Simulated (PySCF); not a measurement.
# C5H13N: the cost of one run

The runs use PySCF 2.14.0, with density-fitted response routines of our own; the level of theory stands in each step. All values are computed, except where a source is named. Atoms are numbered from 0 throughout.

## 1. The molecule as given

19 atoms, charge 0, multiplicity 1; geometry from: MMFF94s. The atoms were then displaced at random by about 0.03 Å, so the start is not that level's minimum.

Bonds of the start (Å): C0–N1 1.52, N1–C2 1.52, C2–C3 1.57, C2–C4 1.53, C2–C5 1.52, C0–H6 1.15, C0–H7 1.04, C0–H8 1.01, N1–H9 1.05, C3–H10 0.99, C3–H11 1.16, C3–H12 1.05, C4–H13 1.09, C4–H14 1.09, C4–H15 1.06, C5–H16 1.09, C5–H17 1.11, C5–H18 1.09.

## 2. Optimising the geometry at PBE0-D3(BJ)/def2-SVP

Job settings and geometry (Å):

```
{"job": {"xc": "PBE0", "basis": "def2-SVP", "d3": "d3bj", "grid": 1, "shake": 0.03, "kind": "geom"}, "charge": 0, "multiplicity": 1}
C      2.092340    -0.726770    -0.056030
N      0.850970    -0.465930     0.777220
C     -0.408360     0.035510     0.085680
C     -0.050280     1.465830    -0.464060
C     -0.824140    -0.926280    -1.035730
C     -1.455650     0.111360     1.186160
H      2.390870     0.272200    -0.541570
H      2.908080    -0.997650     0.530230
H      1.848980    -1.392180    -0.778290
H      1.110360     0.177430     1.570260
H      0.538710     1.464130    -1.256200
H     -1.077340     1.865330    -0.816170
H      0.128390     2.179780     0.288090
H     -0.967080    -1.925670    -0.615480
H     -1.806730    -0.631680    -1.393230
H     -0.123760    -0.874380    -1.829330
H     -2.387820     0.485320     0.770190
H     -1.653390    -0.875530     1.646240
H     -1.176910     0.752620     2.016610
```

Command:

```sh
$ OMP_NUM_THREADS=1 python probes_run.py task.json out
```

The driver reads the jobs from task.json and runs them one after another.

Q: Estimate the wall time and peak memory of this first job on 1 thread of Arm Neoverse V2, shared host.

About 67 s, with a peak of 0.65 GiB.
